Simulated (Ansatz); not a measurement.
C4H8N2, SMILES `C#CC(C)(N)N`, 14 atoms. Charge 0, multiplicity 1. All runs use 4 threads of an Intel Xeon Platinum 8488C on a shared host. Correlated methods freeze the cores.

Task: Give the basis size and wall time and peak host memory of each of these runs in Ansatz. RKS B3LYP-D4/def2-TZVPP energy and forces; RKS ωB97M-V/def2-SVP energy; RKS PBE0-D4/def2-TZVP relaxation (8 steps); RHF-CCSD(T)/def2-SVP energy; RKS PBE0-D4/def2-TZVP frequencies; RKS revPBE-D4/def2-TZVPP energy; RKS PBE0-D4/def2-SVP energy; RKS B2PLYP (frozen core)/def2-TZVPP energy; RKS ωB97M-V/def2-TZVPP energy and forces; RHF-CCSD(T)/def2-TZVPP energy; RHF-MP2/def2-QZVPP energy; RKS ωB97M-V/def2-QZVPP energy. (Estimate.)

Result: Computed: Other jobs shared the machine, so times are rough.

| level | job | functions | wall time | peak host memory (GiB) |
| --- | --- | --- | --- | --- |
| RKS PBE0-D4/def2-SVP | energy | 124 | 1.1 s | 0.63 |
| RKS revPBE-D4/def2-TZVPP | energy | 298 | 2.1 s | 0.42 |
| RKS ωB97M-V/def2-SVP | energy | 124 | 3.4 s | 0.63 |
| RKS B3LYP-D4/def2-TZVPP | energy and forces | 298 | 6 s | 0.98 |
| RKS B2PLYP (frozen core)/def2-TZVPP | energy | 298 | 7.5 s | 0.97 |
| RHF-CCSD(T)/def2-SVP | energy | 124 | 10 s | 0.85 |
| RKS ωB97M-V/def2-TZVPP | energy and forces | 298 | 12 s | 1.2 |
| RKS ωB97M-V/def2-QZVPP | energy | 582 | 17 s | 2.6 |
| RKS PBE0-D4/def2-TZVP | relaxation (8 steps) | 234 | 33 s | 0.69 |
| RHF-MP2/def2-QZVPP | energy | 582 | 35 s | 5.1 |
| RKS PBE0-D4/def2-TZVP | frequencies | 234 | 3.2 min | 0.7 |
| RHF-CCSD(T)/def2-TZVPP | energy | 298 | 8.5 min | 4.1 |

B3LYP here is the variant with VWN-RPA as its local correlation; programs differ in this.
